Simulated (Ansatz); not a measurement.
**CH₃NSi (SMILES C1=[SiH]N1): functionals against CCSD(T) at one geometry**

How do the functionals fare away from a minimum? The structure is a structure displaced at random from a GFN2-xTB minimum.

Program: Ansatz 0.2.0, Gaussian basis. Level of theory: single points in def2-TZVPP. These are calculated values, not measurements.

Correlated methods freeze the cores.

**1. The system as given**

SMILES `C1=[SiH]N1`, 6 atoms, charge 0, spin multiplicity 1.

Atoms are counted from 1 here; the program's logs count them from 0.

Bond lengths: C1–Si2 1.794 Å, C1–N3 1.590 Å, C1–H4 1.131 Å, Si2–N3 1.730 Å, Si2–H5 1.481 Å, N3–H6 1.019 Å. Angles: Si2–C1–N3 61.1°, Si2–C1–H4 112.4°, N3–C1–H4 103.2°, C1–Si2–N3 53.6°, C1–Si2–H5 174.6°, N3–Si2–H5 125.8°, C1–N3–Si2 65.3°, C1–N3–H6 112.4°, Si2–N3–H6 125.4°.

Geometry (Å):

```
atom    x (Å)    y (Å)    z (Å)
  C1  -0.5590  -0.9634  -0.0016
 Si2   0.6641   0.1409  -0.7111
  N3  -0.2723   0.4268   0.7150
  H4  -1.5856  -0.8158  -0.4520
  H5   1.7669   0.9954  -1.2084
  H6   0.0586   0.3103   1.6713
```

**2. CCSD(T)/def2-TZVPP**

File run/in.yaml:

```yaml
crystal:
  periodic: [false, false, false]
  atoms:
    - {symbol: C, position_ang: [-0.559000, -0.963400, -0.001600]}
    - {symbol: Si, position_ang: [0.664100, 0.140900, -0.711100]}
    - {symbol: N, position_ang: [-0.272300, 0.426800, 0.715000]}
    - {symbol: H, position_ang: [-1.585600, -0.815800, -0.452000]}
    - {symbol: H, position_ang: [1.766900, 0.995400, -1.208400]}
    - {symbol: H, position_ang: [0.058600, 0.310300, 1.671300]}
basis:
  gaussian: {orbitals: def2-TZVPP}
correlation: {method: ccsd_t}
output: {forces: true}
```

No record of the launch command was kept for these runs.

**3. PBE0-D4/def2-TZVPP**

Edit run/in.yaml of step 2 so:

```diff
@@ -11,3 +11,3 @@
   gaussian: {orbitals: def2-TZVPP}
-correlation: {method: ccsd_t}
-output: {forces: true}
+hamiltonian: {xc: pbe0, dispersion: d4}
+output: {forces: true, orbitals: {seedname: orbitals}}
```

**4. wB97M-V/def2-TZVPP**

Edit run/in.yaml of step 3 so:

```diff
@@ -11,3 +11,3 @@
   gaussian: {orbitals: def2-TZVPP}
-hamiltonian: {xc: pbe0, dispersion: d4}
-output: {forces: true, orbitals: {seedname: orbitals}}
+hamiltonian: {xc: {name: wB97M-V}}
+output: {forces: true}
```

**5. r2SCAN-D4/def2-TZVPP**

Edit run/in.yaml of step 4 so:

```diff
@@ -11,3 +11,3 @@
   gaussian: {orbitals: def2-TZVPP}
-hamiltonian: {xc: {name: wB97M-V}}
+hamiltonian: {xc: r2scan, dispersion: d4}
 output: {forces: true}
```

**6. PBE-D4/def2-TZVPP**

Edit run/in.yaml of step 5 so:

```diff
@@ -11,3 +11,3 @@
   gaussian: {orbitals: def2-TZVPP}
-hamiltonian: {xc: r2scan, dispersion: d4}
+hamiltonian: {xc: pbe, dispersion: d4}
 output: {forces: true}
```

**7. SPW92/def2-TZVPP**

Edit run/in.yaml of step 6 so:

```diff
@@ -11,3 +11,3 @@
   gaussian: {orbitals: def2-TZVPP}
-hamiltonian: {xc: pbe, dispersion: d4}
+hamiltonian: {xc: lda}
 output: {forces: true}
```

**8. LC-wPBE/def2-TZVPP**

Edit run/in.yaml of step 7 so:

```diff
@@ -11,3 +11,3 @@
   gaussian: {orbitals: def2-TZVPP}
-hamiltonian: {xc: lda}
+hamiltonian: {xc: {name: LC-wPBE}}
 output: {forces: true}
```

(Steps that only read results are left out.)

What does the calculation give? Wanted: energy less free atoms, CCSD(T)/def2-TZVPP; RMS force component; RMS force error; HOMO and LUMO, PBE0-D4; T1 diagnostic.

**Answer**, as computed:

| quantity | value |
| --- | --- |
| energy less free atoms, CCSD(T)/def2-TZVPP | -409.0 kcal/mol |
| RMS force component | 0.553 to 0.851 eV/Å over the methods |
| RMS force error | PBE0-D4 0.277, wB97M-V 0.267, r2SCAN-D4 0.193, PBE-D4 0.194, SPW92 0.425, LC-wPBE 0.509 eV/Å |
| HOMO and LUMO, PBE0-D4 | -5.51 and -2.41 eV |
| T1 diagnostic | 0.034 |

What this shows: Against CCSD(T) the functionals' energies less atoms differ by -102.5 to -9.0 kcal/mol, PBE-D4 by -38.1 kcal/mol. A larger basis would deepen the CCSD(T) value, while the functionals are nearly converged already, so the order here is not reliable. On forces the order runs from r2SCAN-D4 to LC-wPBE. The T1 diagnostic is large here, over the usual mark for main-group molecules (transition-metal compounds often pass it harmlessly), so CCSD(T) itself may be off. The restricted Hartree–Fock reference is unstable towards an unrestricted one at one or more of these structures.
